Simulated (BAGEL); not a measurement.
# AlH5S (Al(H2S)H3), step by step

Wanted: a single-point energy (HF/6-31G*), then a single-point energy (NEVPT2(2,2)/6-31G*) of AlH5S (Al(H2S)H3). 

Program for the calculation: BAGEL 1.2.2.

2 further runs of the same task are left out: 2 set aside as unsound or not needed.

**1. The structure to begin with**

AlH5S: 7 atoms, total charge 0, spin state singlet. SMILES: `[H][Al]([H])([H])<-[SH2]`. One bond was lengthened or shortened from a relaxed shape.

Bond lengths: Al1–S2 2.471 Å, S2–H3 1.598 Å, S2–H4 1.332 Å, Al1–H5 1.563 Å, Al1–H6 1.577 Å, Al1–H7 1.563 Å. Angles: Al1–S2–H3 90.6°, Al1–S2–H4 90.1°, S2–Al1–H5 96.0°, S2–Al1–H6 92.1°, S2–Al1–H7 95.6°, H3–S2–H4 92.6°, H5–Al1–H6 118.7°, H5–Al1–H7 120.8°, H6–Al1–H7 118.6°.

**2. A single-point energy at HF/6-31G(d) (density fitting with svp-jkfit, spherical functions) (run 1)**

input.json reads:

```json
{ "bagel" : [

{
  "title" : "molecule",
  "basis" : "6-31gs.json",
  "df_basis" : "svp-jkfit",
  "geometry" : [
    { "atom" : "Al", "xyz" : [     0.10895972,    -0.90392593,    -1.92159258 ] },
    { "atom" : "S", "xyz" : [     0.15059039,    -0.96056102,     2.74697581 ] },
    { "atom" : "H", "xyz" : [     0.96867361,     1.94666357,     2.80677242 ] },
    { "atom" : "H", "xyz" : [    -2.30097021,    -0.39128102,     2.78002712 ] },
    { "atom" : "H", "xyz" : [     3.04247607,    -0.83820125,    -2.25616859 ] },
    { "atom" : "H", "xyz" : [    -1.39514889,     1.66842597,    -1.98710938 ] },
    { "atom" : "H", "xyz" : [    -1.39254107,    -3.42790083,    -2.22867307 ] }
  ]
},

{ "title" : "hf" },

{ "title" : "print", "file" : "orbitals.molden", "orbitals" : true }

]}
```

The basis set 6-31G* is read from a file made from the Basis Set Exchange's data (not shown).

On the command line:

```bash
$ BAGEL_NUM_THREADS=1 BAGEL input.json > input.out
```

Log:

```text
* using 1 threads per process

  ===============================================================
  ===============================================================

  *** Geometry ***

  { "atom" : "Al", "xyz" : [      0.108960,     -0.903926,     -1.921593 ] },
  { "atom" : "S", "xyz" : [      0.150590,     -0.960561,      2.746976 ] },
  { "atom" : "H", "xyz" : [      0.968674,      1.946664,      2.806772 ] },
  { "atom" : "H", "xyz" : [     -2.300970,     -0.391281,      2.780027 ] },
  { "atom" : "H", "xyz" : [      3.042476,     -0.838201,     -2.256169 ] },
  { "atom" : "H", "xyz" : [     -1.395149,      1.668426,     -1.987109 ] },
  { "atom" : "H", "xyz" : [     -1.392541,     -3.427901,     -2.228673 ] },

  Number of auxiliary basis functions:      346

  Since a DF basis is specified, we compute 2- and 3-index integrals:
    o Being stored without compression. Storage requirement is 0.006 GB

  Number of basis functions:       46
  Number of electrons      :       34

    * METHOD: MOLECULE                             0.08

  *** RHF ***

  === Nuclear Repulsion ===
    84.3373156174

      * DIIS with orbital gradients will be used.

  === RHF iteration (6-31gs.json) ===
      0       -642.22050680          0.01139341           0.02
      1       -642.25948567          0.00293916           0.02
      2       -642.26241010          0.00077023           0.02
      3       -642.26263372          0.00012864           0.02
      4       -642.26264319          0.00002932           0.02
      5       -642.26264373          0.00001002           0.02
      6       -642.26264381          0.00000332           0.02
      7       -642.26264382          0.00000098           0.02
      8       -642.26264382          0.00000021           0.02
      9       -642.26264382          0.00000006           0.02
     10       -642.26264382          0.00000002           0.02
     11       -642.26264382          0.00000000           0.02
    * SCF iteration converged.

    * Permanent dipole moment:
           (    0.244404,    -0.440779,    -1.189561) a.u.

    * METHOD: HF                                   0.25

    * METHOD: PRINT                                0.00

  ===============================================================
```

Wall time 0.5 s (1 thread of Arm Neoverse V2, shared host).

**3. The energy at NEVPT2(2,2)/6-31G(d) (density fitting with svp-jkfit, spherical functions, 2 states averaged) (run 2)**

input.json reads:

```json
{ "bagel": [

{
  "title": "molecule",
  "basis": "6-31gs.json",
  "df_basis": "svp-jkfit",
  "angstrom": "false",
  "geometry": [
    { "atom": "Al", "xyz": [     0.10895972,    -0.90392593,    -1.92159258 ] },
    { "atom": "S", "xyz": [     0.15059039,    -0.96056102,     2.74697581 ] },
    { "atom": "H", "xyz": [     0.96867361,     1.94666357,     2.80677242 ] },
    { "atom": "H", "xyz": [    -2.30097021,    -0.39128102,     2.78002712 ] },
    { "atom": "H", "xyz": [     3.04247607,    -0.83820125,    -2.25616859 ] },
    { "atom": "H", "xyz": [    -1.39514889,     1.66842597,    -1.98710938 ] },
    { "atom": "H", "xyz": [    -1.39254107,    -3.42790083,    -2.22867307 ] }
  ]
},

{
  "title": "hf"
},

{
  "title": "casscf",
  "nstate": 2,
  "nact": 2,
  "nclosed": 16,
  "active": [14, 18],
  "maxiter": 200,
  "natocc": "true"
},

{
  "title": "nevpt2",
  "nstate": 2,
  "nact": 2,
  "nclosed": 16,
  "active": [14, 18],
  "maxiter": 200,
  "natocc": "true",
  "ncore": 10
}

]}
```

The basis set 6-31G* is read from a file made from the Basis Set Exchange's data (not shown).

On the command line:

```bash
$ BAGEL_NUM_THREADS=1 BAGEL input.json > input.out
```

Log:

```text
* using 1 threads per process

  ===============================================================
  ===============================================================

  *** Geometry ***

  { "atom" : "Al", "xyz" : [      0.108960,     -0.903926,     -1.921593 ] },
  { "atom" : "S", "xyz" : [      0.150590,     -0.960561,      2.746976 ] },
  { "atom" : "H", "xyz" : [      0.968674,      1.946664,      2.806772 ] },
  { "atom" : "H", "xyz" : [     -2.300970,     -0.391281,      2.780027 ] },
  { "atom" : "H", "xyz" : [      3.042476,     -0.838201,     -2.256169 ] },
  { "atom" : "H", "xyz" : [     -1.395149,      1.668426,     -1.987109 ] },
  { "atom" : "H", "xyz" : [     -1.392541,     -3.427901,     -2.228673 ] },

  Number of auxiliary basis functions:      346

[... 21 lines left out ...]
    * SCF iteration converged.
[... 1 line left out ...]
    * Permanent dipole moment:
[... 27 lines left out ...]
    * Second-order optimization converged. *
[... 1 line left out ...]
     guess   0:   closed 1.                   open ..
     guess   1:   closed ..                   open 11

  === FCI iteration ===

      0  0      -642.25705953     5.91e-03      0.00
      0  1      -642.04960429     2.18e-05      0.00

      1  0 *    -642.25730362     3.33e-16      0.00
      1  1 *    -642.04960429     1.07e-16      0.00

     * ci vector, state   0, <S^2> = 0.0000
       2.     0.9997704747

     * ci vector, state   1, <S^2> = 0.0000
       ab    -0.7070950208
       ba    -0.7070950208

    * METHOD: CASSCF                               0.79

    * freezing 10 orbitals

  === DF-NEVPT2 calculation ===

    * 3-index integral transformation done
    * assembly done

      NEVPT2 state 0 correlation energy:   -0.1911608048      0.02

          (+0)     -0.1021153641
          (+0)'    -0.0102360937
          (+1)     -0.0158819920
          (+1)'    -0.0038335260
          (+2)     -0.0075324550
          (-1)     -0.0412209479
          (-1)'    -0.0006568775
          (-2)     -0.0096835485

      NEVPT2 state 0 total energy:       -642.4484644233

    * METHOD: NEVPT2                               0.05

  ===============================================================
```

Wall time 1.3 s (1 thread of Arm Neoverse V2, shared host).

**4. What came out**

```
                                   quantity          value
             run 1, HF/6-31G*: total energy  -642.26264 Eh
            run 1, HF/6-31G*: dipole moment         3.28 D
              run 1, HF/6-31G*: HOMO energy      -10.96 eV
              run 1, HF/6-31G*: LUMO energy        1.65 eV
            run 1, HF/6-31G*: HOMO–LUMO gap       12.61 eV
run 2, NEVPT2(2,2)/6-31G*: energy of root 0  -642.44846 Eh
```
